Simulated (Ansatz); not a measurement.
# AlHO (singlet): B97M-V, PBE0 over a scan of the distance O2–H3, 6-31G

Aim: run AlHO (singlet) with these functionals over a scan of the distance O2–H3, and hold them against the top wave-function level at the same points.

Computed with Ansatz 0.2.0, Gaussian basis. Level: 6-31G, all electrons in the functionals.

Plan: B97M-V, PBE0, at 0.772 Å; 0.846 Å; 0.950 Å; 1.059 Å; 1.177 Å; 1.302 Å; 1.554 Å; 1.726 Å; 2.068 Å; 2.595 Å; 3.294 Å.

29 further runs of the same task are left out: 16 for a known fault of the program, 8 that didn't finish, 5 set aside as unsound or not needed.

## Step 1: The geometry

The geometry derives from a PBE0/def2-TZVP stationary point (not a proven minimum). One bond is set to the value named and the two fragments are kept rigid.

3 atoms, charge 0, spin multiplicity 1.

Atoms are counted from 1 here; the program's logs count them from 0.

Bond lengths: Al1–O2 1.674 Å, O2–H3 0.950 Å. Angles: Al1–O2–H3 180.0°.

As a file:

```xyz
3

Al    0.00000    0.00000    1.43299
O     0.00000    0.00000   -0.24148
H     0.00000    0.00000   -1.19151
```

No dispersion term is added; B97M-V holds VV10 nonlocal correlation.

The geometry shown and the zero of energy belong to the point 0.950 Å. The yardstick, FCI, and other wave-function levels (R restricted, U unrestricted, valence and pair active spaces) come from earlier runs.

## Step 2: B97M-V, 0.772 Å

in.yaml

```yaml
crystal:
  periodic: [false, false, false]
  atoms:
    - {symbol: Al, position_ang: [0.000000, 0.000000, 1.373647]}
    - {symbol: O, position_ang: [0.000000, 0.000000, -0.300823]}
    - {symbol: H, position_ang: [0.000000, 0.000000, -1.072823]}
basis:
  gaussian: {orbitals: 6-31G}
hamiltonian: {xc: {name: B97M-V}}
```

The run is started by

```bash
$ ansatz run in.yaml --threads 1 --pin off --events-out ev --progress --plain --max-ram 2393MiB
```

The runs that follow: B97M-V, 0.846 Å; B97M-V, 0.950 Å; B97M-V, 1.059 Å; B97M-V, 1.177 Å; B97M-V, 1.302 Å; B97M-V, 1.554 Å; B97M-V, 1.726 Å; B97M-V, 2.068 Å; B97M-V, 2.595 Å; B97M-V, 3.294 Å; PBE0, 0.772 Å; PBE0, 0.846 Å; PBE0, 0.950 Å; PBE0, 1.059 Å; PBE0, 1.177 Å; PBE0, 1.302 Å; PBE0, 1.554 Å; PBE0, 1.726 Å; PBE0, 2.068 Å; PBE0, 2.595 Å; PBE0, 3.294 Å.

Q: Predict the results of all the runs planned. Wanted: span of the FCI curve; largest miss, B97M-V; largest miss, PBE0.

As calculated:

| quantity | value |
| --- | --- |
| span of the FCI curve | 104.5 kcal/mol |
| largest miss, B97M-V | +12.6 kcal/mol (3.294 Å) |
| largest miss, PBE0 | +12.6 kcal/mol (3.294 Å) |

What this shows: All of them stay within 12.6 kcal/mol of the yardstick, too close to rank. B97M-V, PBE0 clearly break the spin symmetry at some points (⟨S²⟩ up to 1.01 above the pure value), so energy there is bought with a mixed spin. Functionals and the yardstick converge differently with the basis, so part of each miss in 6-31G is the basis.
